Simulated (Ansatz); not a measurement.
# Nickel, fcc under PBEsol: from relaxation to bulk modulus

The plan for nickel in the fcc structure: relax it, solve it on a dense k-mesh, switch on spin-orbit coupling, then scale the cell to 7 volumes from 88 to 112 % of the relaxed one and try a fit of the equation of state. The k-meshes are 15×15×15 for the relaxation; 26×26×26 for the dense run; 16×16×16 for spin-orbit coupling; 26×26×26 for the volumes. The starting cell is the deposited one, from the Crystallography Open Database.

Method: DFT PBEsol, plane waves (420 eV) with PAW, scalar-relativistic; PBE-made PAW files, in Ansatz 0.2.0.

## Step 1: The structure to begin with

Symmetry: Fm-3m, No. 225, cubic system. Conventional cell: a = 3.524 Å, b = 3.524 Å, c = 3.524 Å, α = 90.00°, β = 90.00°, γ = 90.00°. Ni (site symmetry m-3m) is surrounded by 12 Ni at 2.49 Å.

Structure file:

```cif
data_structure
_symmetry_space_group_name_H-M 'Fm-3m'
_symmetry_Int_Tables_number 225
_cell_length_a 3.5239
_cell_length_b 3.5239
_cell_length_c 3.5239
_cell_angle_alpha 90.000
_cell_angle_beta 90.000
_cell_angle_gamma 90.000
_cell_volume 43.76
loop_
_atom_site_label
_atom_site_type_symbol
_atom_site_symmetry_multiplicity
_atom_site_Wyckoff_symbol
_atom_site_fract_x
_atom_site_fract_y
_atom_site_fract_z
_atom_site_occupancy
Ni1 Ni 4 a 0.00000 0.00000 0.00000 1
```

## Step 2: Relaxing cell and atoms

input.yaml

```yaml
crystal:
  lattice:
    - [0.0, 1.76194, 1.76194]
    - [1.76194, 0.0, 1.76194]
    - [1.76194, 1.76194, 0.0]
  atoms:
    - { symbol: Ni, position: [0.0, 0.0, 0.0] }
hamiltonian:
  xc: pbesol
  pseudopotentials:
    kind: paw
    azcp:
      Ni: "pseudopotentials/Ni.paw.azcp"
basis:
  ecutwfc: 420
  fft_grid_basis: typed
kpoints:
  mp_grid: { grid: [15, 15, 15], shift: [0, 0, 0] }
magnetization:
  spin_polarized: false
scf:
  occupations: { method: fermi_dirac, width: 0.1 }
relax:
  max_steps: 60
  f_tol: 0.01
  cell: {}
```

The runs that follow: Single point on a dense mesh; With spin-orbit coupling; The cell scaled to 88 % of its volume; The cell scaled to 92 % of its volume; The cell scaled to 96 % of its volume; The cell scaled to 100 % of its volume; The cell scaled to 104 % of its volume; The cell scaled to 108 % of its volume; The cell scaled to 112 % of its volume.

Q: Predict the outcome of this session. Wanted: space group; conventional cell; volume; shortest distance; gap on the mesh; relative to fcc, ferromagnetic; V₀, B₀, B₀′.

As calculated:

```
                      quantity                         value
space group (spins left aside)               Fm-3m (No. 225)
             conventional cell                   a = 3.459 Å
                        volume                10.349 Å³/atom
             shortest distance                       2.446 Å
   against the measured volume       -5.4 % (10.940 Å³/atom)
               gap on the mesh  none (levels filled in part)
relative to fcc, ferromagnetic                  +46 meV/atom
                   V₀, B₀, B₀′  10.330 Å³/atom, 234 GPa, 4.8
```

**Reading.** The volume comes out 5.4 % smaller than measured. Real nickel is ferromagnetic, and a cell without moments comes out smaller. Part of the miss is zero-point motion and any thermal expansion in the deposited cell. A separate run that ends ferromagnetic puts this structure 46 meV/atom lower. Levels at the Fermi energy are filled in part, as in a metal. Totals with and without spin-orbit coupling (-0.30 eV/atom apart) can't be read as binding, since the two-component data shift the zero of energy. B₀ comes out at 234 GPa, too stiff, partly because the moments are missing.
